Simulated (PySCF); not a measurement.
# C5H5N (E-2,4-pentadienenitrile): the cost of one run

The runs use PySCF 2.14.0, with density-fitted response routines of our own; the level of theory stands in each step. All values are computed, except where a source is named. Atoms are numbered from 0 throughout.

## Step 1: The molecule as given

11 atoms, charge 0, multiplicity 1; geometry from: MMFF94s.

Bonds of the start (Å): C0–C1 1.34, C1–C2 1.44, C2–C3 1.34, C3–C4 1.42, C4–N5 1.16, C0–H6 1.09, C0–H7 1.09, C1–H8 1.09, C2–H9 1.09, C3–H10 1.08.

## Step 2: Geometry optimisation at PBE0-D3(BJ)/def2-SVP

The job: settings as JSON, then the geometry in Å.

```
{"job": {"xc": "PBE0", "basis": "def2-SVP", "d3": "d3bj", "grid": 1, "kind": "geom"}, "charge": 0, "multiplicity": 1}
C     -2.086293     0.733609     0.200428
C     -1.076944    -0.074446    -0.143695
C      0.277625     0.124286     0.316670
C      1.291432    -0.683792    -0.026425
C      2.615842    -0.466366     0.440305
N      3.698071    -0.292504     0.818955
H     -1.948212     1.592542     0.850098
H     -3.090959     0.548500    -0.168122
H     -1.280431    -0.919609    -0.798800
H      0.461541     0.975753     0.971719
H      1.138328    -1.537973    -0.676202
```

The run is started by

```bash
OMP_NUM_THREADS=1 python probes_run.py task.json out
```

The driver reads the jobs from task.json and runs them one after another.

**Question.** How long does this first job take on 1 thread of Arm Neoverse V2, shared host, and how much memory does it need?

About 16 s, with a peak of 0.43 GiB.
